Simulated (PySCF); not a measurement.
# C3H7NOS: the cost of one run

Programs: PySCF 2.14.0, with routines of our own; each step states its level. All values are computed. Atoms count from 0.

## (1) The system as given

13 atoms, charge 0, multiplicity 1; geometry from: GFN2-xTB.

## (2) Magnetic properties: GIAO KT3/pcSseg-1

The job: settings as JSON, then the geometry in Å.

```
{"job": {"kind": "mag", "xc": "KT3", "basis": "pcSseg-1", "isotopologues": 2}, "charge": 0, "multiplicity": 1}
O     -0.004389     2.209360     1.334984
S      0.146243     1.741402    -0.029035
C      1.250661     0.221767     0.121972
C      0.392444    -0.974305    -0.249263
C     -1.039391    -0.556667     0.105301
N     -1.237564     0.784526    -0.400027
H      1.567093     0.202962     1.162146
H      2.112281     0.356647    -0.526370
H      0.690920    -1.872987     0.289740
H      0.458155    -1.174486    -1.321666
H     -1.153993    -0.504481     1.191693
H     -1.791409    -1.236518    -0.297630
H     -1.395439     0.803265    -1.399572
```

With the program's defaults for keys left out, this is: GIAO KT3/pcSseg-1 magnetisability, rotational g tensor and spin-rotation constants, non-relativistic, gas phase.

Launch:

```
$ OMP_NUM_THREADS=1 python excited_run.py task.json out
```

This one command runs all jobs of the session in turn.

**Question.** How long does this first job take on 1 thread of Arm Neoverse N1, shared host, and how much memory does it need?

About 37 s, with a peak of 0.53 GiB.
